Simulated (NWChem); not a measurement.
**Spin states of nitrogen (N2)**

SMILES: N#N
```xyz
2

N      0.0000     0.0000     0.5502
N      0.0000     0.0000    -0.5502
```
Charge 0, spin multiplicity 1.

Program: NWChem. The geometry was optimised at B3LYP/def2-SVP, a minimum by its harmonic frequencies.

Basis set: def2-TZVP. The gap is E(triplet) − E(singlet) at the geometry of the singlet, so a negative value puts the higher spin lower. Open shells are unrestricted, coupled cluster uses restricted open-shell references, and the singlet is the closed-shell solution. The triplet is the single determinant that the SCF runs reached, with unpaired electrons in orbitals of symmetry ag and b2g (D2h labels); it need not be the lowest triplet, which in molecules with degenerate π orbitals can need several determinants.

Relative cost: rough, from shared machines, SCF included, PBE0 = 1.

The correlated methods keep 2 core orbitals frozen. B3LYP has NWChem's definition, with VWN1-RPA local correlation. No SCF solution was tested for a lower state. Open-shell Hartree-Fock references start from PBE0 orbitals; any time given for them includes that run. Coupled-cluster values serve here as a point of comparison, not as the truth.

```tsv
method	vertical singlet-triplet gap (kcal/mol)	relative cost
B3LYP	176.9	under 3
PBE0	___	1
M06-2X	185.2	under 3
HF	178.5	under 3
PBE	173.3	under 3
MP2	189.5	under 3
CR-CCSD(T)	___	30
CCSD(T)	___	30
B2PLYP	181.2	under 3
```

What belongs in the gaps?


- PBE0, vertical singlet-triplet gap (kcal/mol): 176.5
- CR-CCSD(T), vertical singlet-triplet gap (kcal/mol): 185.9
- CCSD(T), vertical singlet-triplet gap (kcal/mol): 185.6
